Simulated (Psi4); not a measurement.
# doublet PN+, run twice

Aim: a single-point energy of doublet PN+ at UMP3/aug-cc-pVTZ.

The calculation is run with Psi4 1.11.

8 further runs of the same task are left out: 8 that didn't finish.

## 1. The system as given

The species is PN+ (2 atoms), meant as a doublet with charge +1. As SMILES of the parent species, `N#P`. The bond length is the one measured for the parent species. That shape belongs to the parent species and isn't relaxed for this state.

Bond lengths: N1–P2 1.491 Å.

## 2. Try one

Contents of job.inp:

```
memory 1.6 GB

molecule {
  1 2
  N      0.000000     0.000000     0.000000
  P      0.000000     0.000000     1.490866
  symmetry c1
  no_reorient
  no_com
}

set basis aug-cc-pVTZ
set reference uhf
set puream true
set e_convergence 1e-09
set d_convergence 1e-08
set scf_type pk
set num_frozen_docc 6
set maxiter 100
set mp_type conv

e, wfn = energy('mp3', return_wfn=True)
print_variables()
```

Launch:

```bash
psi4 -n 1 job.inp job.out
```

job.out:

```text
Psi4 1.11 release

   => Loading Basis Set <=

    Name: AUG-CC-PVTZ
    Role: ORBITAL
    Keyword: BASIS

         ---------------------------------------------------------
                                   SCF
                              UHF Reference
                        1 Threads,   1525 MiB Core
         ---------------------------------------------------------

  ==> Geometry <==

    Molecular point group: c1
    Full point group: C_inf_v

    Geometry (in Angstrom), charge = 1, multiplicity = 2:

       Center              X                  Y                   Z               Mass
    ------------   -----------------  -----------------  -----------------  -----------------
         N            0.000000000000     0.000000000000     0.000000000000    14.003074004430
         P            0.000000000000     0.000000000000     1.490866000000    30.973761998420

  Running in c1 symmetry.

  Rotational constants: A = ************  B =      0.24486  C =      0.24486 [cm^-1]
  Rotational constants: A = ************  B =   7340.84445  C =   7340.84445 [MHz]
  Nuclear repulsion =   37.269350243650337

  Charge       = 1
  Multiplicity = 2
  Electrons    = 21
  Nalpha       = 11
  Nbeta        = 10

  ==> Algorithm <==

[... 66 lines left out ...]
   @UHF iter   1:  -394.59321971997650   -2.74645e-01   4.82543e-03 ADIIS/DIIS
[... 2 lines left out ...]
   @UHF iter   4:  -394.76998715516993   -1.51034e-02   5.13124e-04 ADIIS/DIIS
[... 2 lines left out ...]
   @UHF iter   7:  -394.78790152193375   -4.76679e-03   2.84168e-04 ADIIS/DIIS
[... 3 lines left out ...]
   @UHF iter  91:  -394.77359606633087   -6.53916e-04   2.18868e-04 ADIIS/DIIS
[... 2 lines left out ...]
   @UHF iter  94:  -394.77225712941146   -6.18116e-04   1.97148e-04 ADIIS/DIIS
[... 2 lines left out ...]
   @UHF iter  97:  -394.77266682570649   -2.13369e-03   2.03155e-04 ADIIS/DIIS
[... 2 lines left out ...]
   @UHF iter 100:  -394.77379976469194   -1.42968e-03   1.97693e-04 ADIIS/DIIS
[... 1 line left out ...]
PsiException: Could not converge SCF iterations in 100 iterations.

  Failed to converge.

psi4.driver.p4util.exceptions.SCFConvergenceError: Could not converge SCF iterations in 100 iterations.

Printing out the relevant lines from the Psithon --> Python processed input file:
    core.set_global_option("D_CONVERGENCE", 1e-08)
    core.set_global_option("SCF_TYPE", "pk")
    core.set_global_option("NUM_FROZEN_DOCC", 6)
    core.set_global_option("MAXITER", 100)
    core.set_global_option("MP_TYPE", "conv")
--> e, wfn = energy('mp3', return_wfn=True)
    print_variables()

!-------------------------------------------------------!
!                                                       !
!  Could not converge SCF iterations in 100 iterations. !
!                                                       !
!-------------------------------------------------------!

    Psi4 run time: 0:00:09.49
```

Wall time 11 s (1 thread of Intel Xeon 6975P-C (Granite Rapids), shared host); peak memory 0.55 GiB.

## 3. What went wrong

The iterations ended before the threshold was met.

The telling line is `Could not converge SCF iterations in 100 iterations.`. The sound input adds `set soscf true`, `set soscf_start_convergence 0.001`. These settings are changed for another try; the log doesn't prove which change is needed.

## 4. The mended input

Changes to job.inp since step 2:

```diff
@@ -20,2 +20,4 @@
 set mp_type conv
+set soscf true
+set soscf_start_convergence 0.001
```

Launch:

```bash
psi4 -n 1 job.inp job.out
```

job.out:

```text
[...]
  Running in c1 symmetry.
[...]
  Nuclear repulsion =   37.269350243650337
[...]
  Multiplicity = 2
[...]
  Nalpha       = 11
  Nbeta        = 10
[...]
    Number of basis functions: 96
[...]
   @UHF iter   1:  -394.59321971997650   -2.74645e-01   4.82543e-03 DIIS/ADIIS
[...]
   @UHF iter  19:  -394.80555832623082   -4.14957e-12   3.08369e-09 SOSCF, nmicro=conv
[...]
   @S^2 Observed:                1.474781239E+00
[...]
    Orbital Energies [Eh]
    ---------------------
    Alpha Occupied:
       1A    -80.339831     2A    -16.021080     3A     -7.876293
       4A     -5.775647     5A     -5.757847     6A     -5.757847
       7A     -1.578592     8A     -1.083845     9A     -0.898163
      10A     -0.898163    11A     -0.839480
    Alpha Virtual:
      12A     -0.225977    13A     -0.225977    14A     -0.107242
      15A     -0.086947    16A     -0.059123    17A     -0.059123
      18A     -0.036491    19A     -0.003479    20A     -0.003479
      21A      0.010650    22A      0.011337    23A      0.011337
      24A      0.087740    25A      0.099214    26A      0.099214
[...]
  @UHF Final Energy:  -394.80555832623082
   => Energetics <=
    Nuclear Repulsion Energy =             37.2693502436503366
    One-Electron Energy =                -612.0293137625756117
    Two-Electron Energy =                 179.9544051926944235
    Total Energy =                       -394.8055583262308232
  UHF NO Occupations:
  HONO-2 :    9  A 1.8082033
  HONO-1 :   10  A 1.8082033
[...]
 Multipole Moments:
 ------------------------------------------------------------------------------------
     Multipole            Electronic (a.u.)      Nuclear  (a.u.)        Total (a.u.)
 ------------------------------------------------------------------------------------
 L = 1.  Multiply by 2.5417464519 to convert [e a0] to [Debye]
 Dipole X            :          0.0000000            0.0000000            0.0000000
 Dipole Y            :          0.0000000            0.0000000            0.0000000
 Dipole Z            :        -39.9711597           42.2599264            2.2887667
 Magnitude           :                                                    2.2887667
[...]
	SCS-MP2 Total Energy (a.u.)        :  -395.03687797520507
	SOS-MP2 Total Energy (a.u.)        :  -395.03251310881825
[...]
	SOS-PI-MP2 Total Energy (a.u.)     :  -395.04997116901728
[...]
	MP2 Total Energy (a.u.)            :  -395.04560770797866
[...]
	SCS-MP3 Total Energy (a.u.)        :  -395.04188704380283
[...]
	MP3 Total Energy (a.u.)            :  -395.06564398236958
[...]
```

It took 27 s on 1 thread of Intel Xeon 6975P-C (Granite Rapids), shared host; peak memory 1.1 GiB.

## 5. Outcome

Level: UMP3/aug-cc-pVTZ.

| quantity | value |
| --- | --- |
| total energy | -395.06564 Eh |
| HOMO energy (Hartree–Fock orbitals) (highest over α and β) | -20.13 eV |
| LUMO energy (Hartree–Fock orbitals) (lowest over α and β) | -8.20 eV |
| correlation energy (6 core orbitals frozen) | -260.1 mEh |
| ⟨S²⟩ of the reference determinant | 1.475 |

What this shows: ⟨S²⟩ is 1.47 where a pure doublet has 0.75: the reference is spin-contaminated.
